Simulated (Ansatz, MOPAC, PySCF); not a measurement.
Barrier height from C2H6 (SMILES CC) + HN to the transition structure C2H7N, without zero-point energy, on the benchmark's geometries as Psi4's copy of the set gives them.
Transition structure (charge 0, multiplicity 3):
```
atom    x (Å)    y (Å)    z (Å)
----  -------  -------  -------
C     -1.3950  -0.4497   0.0007
C     -0.4357   0.7141   0.0020
N      1.9276  -0.3784   0.0030
H     -1.2001  -1.1210  -0.8357
H     -1.3221  -1.0279   0.9218
H     -2.4287  -0.1054  -0.0893
H     -0.4177   1.3085  -0.9072
H     -0.4411   1.3291   0.8975
H      0.8285   0.1806  -0.0286
H      2.4726   0.4981   0.0039
```
Reactant (charge 0, multiplicity 3):
```xyz
2

N      0.00000     0.00000     0.00000
H      1.03673     0.00000     0.00000
```

Open shells are unrestricted; no spin–orbit coupling.

The state that PM6 reach isn't checked.

Programs: Ansatz (a program for electronic structure); MOPAC for PM6 (differences of heats of formation); PySCF for the dispersion terms. Values without a source in brackets are computed.

| level | barrier height (kcal/mol) |
|---|---|
| PM6 | 16.65 |
| HF/aug-cc-pVDZ | 37.33 |
| PBE/def2-TZVPPD | 7.66 |
| PBE-D3(BJ)/def2-TZVPPD | 6.74 |
| revPBE-D3(BJ)/def2-TZVPPD | 9.16 |
| revPBE-D4/def2-TZVPPD | 9.33 |
| B3LYP-D3(BJ)/def2-TZVPPD | 13.24 |
| BHLYP-D4/def2-TZVPPD | [?] |
| CAM-B3LYP-D3(BJ)/def2-TZVPPD | [?] |

**Question.** Complete the blanks.

**Answer.** 
- BHLYP-D4/def2-TZVPPD, barrier height (kcal/mol): 20.31
- CAM-B3LYP-D3(BJ)/def2-TZVPPD, barrier height (kcal/mol): 15.29
